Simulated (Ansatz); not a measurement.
**SiNH₄ radical: how energies converge with the basis set**

An exercise on one series of results from a longer session: the logs are not shown, and one member is left open.

Method: one geometry, several basis sets; program: Ansatz 0.2.0, Gaussian basis.

The runs, in order: PBE0-D4/def2-SVP; ωB97M-V/def2-SVP; PBE0-D4/def2-QZVPP; ωB97M-V/def2-QZVPP; the functionals' def2-TZVPP values are taken from earlier runs.

### The geometry

All runs share one geometry, relaxed beforehand with PBE0-D4 in a triple-zeta def2 set.

SMILES `N[SiH2]`, 6 atoms, charge 0, spin multiplicity 2.

Atoms are counted from 1 here; the program's logs count them from 0.

Bond lengths: N1–Si2 1.725 Å, N1–H3 1.008 Å, N1–H4 1.008 Å, Si2–H5 1.493 Å, Si2–H6 1.493 Å. Angles: Si2–N1–H3 119.9°, Si2–N1–H4 119.9°, H3–N1–H4 110.9°, N1–Si2–H5 107.3°, N1–Si2–H6 107.3°, H5–Si2–H6 110.5°.

Set-up of the first run:

in.yaml reads:

```yaml
crystal:
  periodic: [false, false, false]
  atoms:
    - {symbol: N, position_ang: [-0.062313, -0.863543, 0.020895]}
    - {symbol: Si, position_ang: [0.307376, 0.815331, 0.161642]}
    - {symbol: H, position_ang: [0.564976, -1.475898, -0.476417]}
    - {symbol: H, position_ang: [-0.503587, -1.346491, 0.787596]}
    - {symbol: H, position_ang: [0.657352, 1.307838, -1.204071]}
    - {symbol: H, position_ang: [-0.921603, 1.498863, 0.664255]}
basis:
  gaussian: {orbitals: def2-SVP}
magnetization: {spin_polarized: true, initial_magnetization: 1}
hamiltonian: {xc: pbe0, dispersion: d4}
output: {orbitals: {seedname: orbitals}}
```

Steps of the session up to this table: PBE0-D4 in def2-SVP; ωB97M-V in def2-SVP; PBE0-D4 in def2-QZVPP; ωB97M-V in def2-QZVPP.

One table of the session follows, with a row left open; its other results are not shown here.

It belongs to the step «Functionals by basis». 

| functional | basis | HOMO (eV) | LUMO (eV) |
| --- | --- | --- | --- |
| PBE0-D4 | def2-SVP | -5.15 | -1.57 |
| PBE0-D4 | def2-TZVPP | -5.31 | -1.69 |
| PBE0-D4 | def2-QZVPP | -5.35 | -1.75 |
| ωB97M-V | def2-SVP | ? | ? |
| ωB97M-V | def2-TZVPP | -7.10 | -0.08 |
| ωB97M-V | def2-QZVPP | -7.15 | -0.21 |

Estimate the missing values for ωB97M-V, def2-SVP.

As computed: HOMO (eV): -6.92; LUMO (eV): 0.14. In the column «HOMO (eV)» it lies between ωB97M-V, def2-TZVPP (-7.10) and PBE0-D4, def2-QZVPP (-5.35).
